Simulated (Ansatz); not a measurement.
Consider Sn in the diamond structure (space group Fd-3m, No. 227; a = 6.655 Å).

Level of theory: PBE, PAW, 420 eV (Ansatz, a program for electronic structure; spin-orbit coupling left out).

It is then changed as follows: Ge takes the place of Sn on all its sites, then cell and atoms are relaxed.

Measured lattice parameter a: Sn 6.477 Å (static lattice; corrected from measurement; as listed in Daniel Mejia-Rodriguez, S. B. Trickey, Phys. Rev. B (2018)); Ge 5.644 Å (static lattice; corrected from measurement; as listed in Daniel Mejia-Rodriguez, S. B. Trickey, Phys. Rev. B (2018)).

Task: How well does PBE reproduce the measured shift?

Result: With PBE the lattice parameter a moves by -0.894 Å (6.655 → 5.762) against -0.833 Å measured.

Whether these cells are dynamically stable was not tested.
